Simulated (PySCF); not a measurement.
## `CC(C)[C@@H](C)S`, C₅H₁₂S

Geometry:
```json
{"atom": "C1", "x (Å)": "-0.824", "y (Å)": "1.292", "z (Å)": "-0.700"}
{"atom": "C2", "x (Å)": "-0.832", "y (Å)": "0.157", "z (Å)": "0.315"}
{"atom": "C3", "x (Å)": "-1.806", "y (Å)": "-0.944", "z (Å)": "-0.096"}
{"atom": "C4", "x (Å)": "0.569", "y (Å)": "-0.419", "z (Å)": "0.602"}
{"atom": "C5", "x (Å)": "1.297", "y (Å)": "-0.986", "z (Å)": "-0.608"}
{"atom": "S6", "x (Å)": "1.632", "y (Å)": "0.753", "z (Å)": "1.526"}
{"atom": "H7", "x (Å)": "-1.825", "y (Å)": "1.741", "z (Å)": "-0.785"}
{"atom": "H8", "x (Å)": "-0.537", "y (Å)": "0.942", "z (Å)": "-1.705"}
{"atom": "H9", "x (Å)": "-0.130", "y (Å)": "2.093", "z (Å)": "-0.402"}
{"atom": "H10", "x (Å)": "-1.181", "y (Å)": "0.572", "z (Å)": "1.276"}
{"atom": "H11", "x (Å)": "-1.830", "y (Å)": "-1.761", "z (Å)": "0.643"}
{"atom": "H12", "x (Å)": "-2.828", "y (Å)": "-0.545", "z (Å)": "-0.184"}
{"atom": "H13", "x (Å)": "-1.543", "y (Å)": "-1.381", "z (Å)": "-1.072"}
{"atom": "H14", "x (Å)": "0.439", "y (Å)": "-1.228", "z (Å)": "1.340"}
{"atom": "H15", "x (Å)": "0.686", "y (Å)": "-1.745", "z (Å)": "-1.120"}
{"atom": "H16", "x (Å)": "2.243", "y (Å)": "-1.454", "z (Å)": "-0.304"}
{"atom": "H17", "x (Å)": "1.535", "y (Å)": "-0.198", "z (Å)": "-1.339"}
{"atom": "H18", "x (Å)": "1.943", "y (Å)": "1.551", "z (Å)": "0.482"}
```

Method used: TDDFT CAM-B3LYP/aug-cc-pVDZ excited states, vertical, gas phase in PySCF 2.14.0. Geometry: PBE0-D3(BJ)/def2-SVP.

Q: How strongly do the lowest singlets absorb one photon, and two photons of half the energy?

A: δ for parallel linear polarisation; σ at the peak of a Lorentzian of half width 0.1 eV, single beam; Ω is circular over linear.
| state | E (eV) | f | photon λ (nm) | δ (au) | σ (GM) | Ω | main |
| --- | --- | --- | --- | --- | --- | --- | --- |
| S1 | 5.47 | 0.010 | 453 | 4.73 | 0.05 | 1.30 | HOMO→LUMO 0.33, HOMO→LUMO+9 0.23 |
| S2 | 6.02 | 0.023 | 412 | 70.2 | 0.93 | 1.43 | HOMO→LUMO+1 0.31, HOMO→LUMO+6 0.16 |
| S3 | 6.48 | 0.011 | 383 | 53.9 | 0.83 | 1.35 | HOMO→LUMO+1 0.31, HOMO→LUMO 0.21 |
| S4 | 6.77 | 0.001 | 366 | 264 | 4.44 | 0.35 | HOMO→LUMO+3 0.49, HOMO→LUMO 0.22 |
| S5 | 6.87 | 0.015 | 361 | 271 | 4.68 | 0.44 | HOMO→LUMO+2 0.66, HOMO→LUMO 0.11 |
| S6 | 7.27 | 0.039 | 341 | 31.5 | 0.61 | 1.42 | HOMO→LUMO+5 0.40, HOMO→LUMO+4 0.25 |

Among these, the strongest one-photon state is S6, the strongest two-photon state S5, with a dipole change of 8.6 D (relaxed, norm of the difference vector).
